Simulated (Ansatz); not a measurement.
[Cl···H···O], triplet in cc-pVDZ: errors against UCCSDT(Q)

Geometry: a point of a hydrogen-transfer path between rigid fragments, not a stationary point.

```xyz
3

Cl    0.0000    0.0000   -1.3287
H     0.0000    0.0000    0.0473
O     0.0000    0.0000    1.2813
```

Basis cc-pVDZ; Ansatz 0.2.0. Correlated methods freeze the noble-gas cores, which leaves 14 electrons in 31 orbitals. R marks a restricted (for open shells ROHF) determinant, U an unrestricted one. Active spaces: pair = (4e, 4o) about the gap; valence = (14e, 9o) chosen from the atoms' valence shells.

Full CI isn't at hand for all of this; UCCSDT(Q) serves as the reference, and is uncertain by the last step of the cluster series or more. The frozen core follows each run's orbitals, which can shift R against U totals by a few meV.

HF rows: RHF is the lowest solution found, UHF is the lowest solution found. Coupled cluster chose its determinant by a search with trial CCSD, here up to 0.23 eV above the lowest Hartree–Fock solution of its kind, and MP2 stands on that determinant too.

```
UHF ⟨S²⟩                            : 2.009
⟨S²⟩ of the determinant under UCCSD : 2.034
T1 diagnostic (RCCSD)               : 0.0339
largest doubles amplitude (RCCSD)   : 0.056
T1 diagnostic (UCCSD)               : 0.0190
```

```csv
level,E − E(determinant under the R cluster runs) (eV)
RMP2,-7.4685
UMP2,-7.5044
RCCSD,-8.3919
UCCSD,-8.4019
RCCSD(T),-8.5389
UCCSD(T),-8.5406
```

Estimate how far UCCSDT(Q) in cc-pVDZ lies from RCCSD(T). The table doesn't fix it; the size of (T) and the diagnostics are the guide.

UCCSDT(Q) in cc-pVDZ lies 33 meV below RCCSD(T), which is 22 % of the (T) step (-147 meV). T1 is raised, but (T) still catches most of what CCSD lacks.

The other levels:

```json
{"level": "RHF†", "E − E(UCCSDT(Q)) (meV)": "8345", "share of correlation (%)": "–", "wall time": "–"}
{"level": "UHF†", "E − E(UCCSDT(Q)) (meV)": "8175", "share of correlation (%)": "–", "wall time": "0.57 s"}
{"level": "BCCD(T)", "E − E(UCCSDT(Q)) (meV)": "33", "share of correlation (%)": "99.61", "wall time": "5.5 s"}
{"level": "RCCSDT", "E − E(UCCSDT(Q)) (meV)": "16", "share of correlation (%)": "99.82", "wall time": "–"}
{"level": "UCCSDT", "E − E(UCCSDT(Q)) (meV)": "14", "share of correlation (%)": "99.84", "wall time": "–"}
{"level": "RCCSDT(Q)", "E − E(UCCSDT(Q)) (meV)": "1", "share of correlation (%)": "99.98", "wall time": "24 s"}
{"level": "CASSCF (valence space)†", "E − E(UCCSDT(Q)) (meV)": "7830", "share of correlation (%)": "–", "wall time": "–"}
{"level": "NEVPT2 (valence space)†", "E − E(UCCSDT(Q)) (meV)": "1681", "share of correlation (%)": "–", "wall time": "2 s"}
{"level": "MRCISD (valence space)†", "E − E(UCCSDT(Q)) (meV)": "781", "share of correlation (%)": "–", "wall time": "–"}
{"level": "MRCISD+Q (valence space)†", "E − E(UCCSDT(Q)) (meV)": "226", "share of correlation (%)": "–", "wall time": "3.7 s"}
```

A dagger marks rows that describe another state than the reference (another or a broken symmetry, a higher spin or other natural occupations), so the difference holds a gap between states beside the method's error.

The correlation energy at UCCSDT(Q), counted from the determinant under the R cluster runs, is -8.572 eV. That run took 21 s on 1 thread of Arm Neoverse V1, shared host.

Run but not shown, since their state, orbitals or frozen core can't be matched to the reference's or they repeat it: CISD, CASSCF (pair space), NEVPT2 (pair space), MRCISD (pair space), MRCISD+Q (pair space).

Times hold each run's SCF and search for its determinant on a shared host, so for small cases they say little of a method's own cost; they ran on 1 thread of Arm Neoverse V1.
